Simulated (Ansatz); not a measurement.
A made-up structure of BSiNH5, doublet:

```json
{"atom": "B1", "x (Å)": "-1.5809", "y (Å)": "0.1836", "z (Å)": "-0.8906"}
{"atom": "Si2", "x (Å)": "0.1457", "y (Å)": "0.4619", "z (Å)": "0.0058"}
{"atom": "N3", "x (Å)": "0.8612", "y (Å)": "-1.0392", "z (Å)": "0.4432"}
{"atom": "H4", "x (Å)": "1.4761", "y (Å)": "-1.8433", "z (Å)": "0.3171"}
{"atom": "H5", "x (Å)": "1.1866", "y (Å)": "1.2076", "z (Å)": "-0.7567"}
{"atom": "H6", "x (Å)": "-0.2841", "y (Å)": "1.3639", "z (Å)": "1.1327"}
{"atom": "H7", "x (Å)": "1.8013", "y (Å)": "-1.0638", "z (Å)": "0.8045"}
{"atom": "H8", "x (Å)": "0.2903", "y (Å)": "-1.7601", "z (Å)": "0.8542"}
```

It is relaxed with PBE-D4/def2-SVP and then PBE0-D4/def2-TZVP (Ansatz 0.2.0). Atoms count as bonded within 1.22 times the sum of their covalent radii (H–H: 0.88 Å). The end point is not checked to be a true minimum.

Does its bonding change? (A judgement: the text doesn't fix the answer.)

By the calculation: No: no bond forms or breaks.

Where it ends: The first stage lowers the energy by 3.79 eV in 9 steps. It ends as BSiNH₅ ([B][SiH2][NH3]):
```
8
angstrom
B -1.5902 -0.0135 -1.1098
Si 0.0318 0.5686 -0.0991
N 0.9547 -1.0910 0.5701
H 1.2012 -1.6668 -0.2318
H 1.2790 1.0975 -0.7428
H -0.0556 1.1670 1.2718
H 1.7908 -0.9288 1.1302
H 0.2845 -1.6225 1.1215
```

Labels in which every atom is bracketed show which atoms are joined, not bond orders.

For scale, one of the runs: PBE0-D4/def2-TZVP relaxation, 129 basis functions, launched by `ansatz run in.yaml --threads 2 --pin off --events-out ev --progress --plain --max-ram 4352MiB`. Hardware: 2 CPU threads of an Arm Neoverse V2, shared host. Wall time about 120 s.
